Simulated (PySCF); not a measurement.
# BC (quartet) at other levels of theory

What do other methods print for BC (quartet)?

Computed with PySCF 2.14.0. Level: each script names its method and basis.

## (1) The starting structure

BC (quartet): 2 atoms, charge 0, spin multiplicity 4.

Bond lengths: B1–C2 1.373 Å.

## (2) The base run

The input, input.py:

```python
from pyscf import gto, dft

mol = gto.M(
    atom='B 0 0 0; C 0 0 1.373',
    basis='6-31g*',
    charge=0,
    spin=3,
    verbose=3,
)
mf = dft.UKS(mol, xc='bp86')
mf = mf.density_fit(auxbasis='def2-universal-jkfit')
mf.kernel()
mf.stability(internal=True, external=True)
mf.dip_moment()
print('orbital energies (hartree):', [e[max(0, n-3):n+3].round(4) for e, n in zip(mf.mo_energy, mol.nelec)])
```

Command:

```
$ OMP_NUM_THREADS=1 python input.py
```

## (3) SCF alone

Variant 1 changes step after the SCF: stability → none.

input.py: that of step 2 with these lines changed.

```diff
@@ -12,3 +12,2 @@
 mf.kernel()
-mf.stability(internal=True, external=True)
 mf.dip_moment()
```

## (4) Bhandhlyp

Variant 2 changes functional: bp86 → bhandhlyp.

input.py: that of step 2 with these lines changed.

```diff
@@ -9,3 +9,3 @@
 )
-mf = dft.UKS(mol, xc='bp86')
+mf = dft.UKS(mol, xc='bhandhlyp')
 mf = mf.density_fit(auxbasis='def2-universal-jkfit')
```

## (5) O3lyp

Variant 3 changes functional: bp86 → o3lyp.

input.py: that of step 2 with these lines changed.

```diff
@@ -9,3 +9,3 @@
 )
-mf = dft.UKS(mol, xc='bp86')
+mf = dft.UKS(mol, xc='o3lyp')
 mf = mf.density_fit(auxbasis='def2-universal-jkfit')
```

## (6) Revpbe

Variant 4 changes functional: bp86 → revpbe.

input.py: that of step 2 with these lines changed.

```diff
@@ -9,3 +9,3 @@
 )
-mf = dft.UKS(mol, xc='bp86')
+mf = dft.UKS(mol, xc='revpbe')
 mf = mf.density_fit(auxbasis='def2-universal-jkfit')
```

**Question.** What will these runs give? Wanted: for each run, E(SCF); from base; gap, α spin; SCF dipole; after the SCF.

**Answer**, as computed:

```
      run  E(SCF) (hartree)  from base (eV)  gap, α spin (eV)  SCF dipole (D)                 after the SCF
     base        -62.642899               0              5.19            1.06  unstable: UHF/UKS -> GHF/GKS
SCF alone        -62.642899          0.0000              5.19            1.06                           n/a
bhandhlyp        -62.620962  not comparable             10.36            1.70  unstable: UHF/UKS -> GHF/GKS
    o3lyp        -62.634709  not comparable              6.46            1.07  unstable: UHF/UKS -> GHF/GKS
   revpbe        -62.640656  not comparable              5.16            1.09  unstable: UHF/UKS -> GHF/GKS
```

In words: The α-spin gap between the frontier levels is 5.2 eV with revpbe (0 % exact exchange) and 10.4 eV with bhandhlyp (50 %): exact exchange opens it. Total energies of different functionals can't be compared with each other; differences within one functional can.
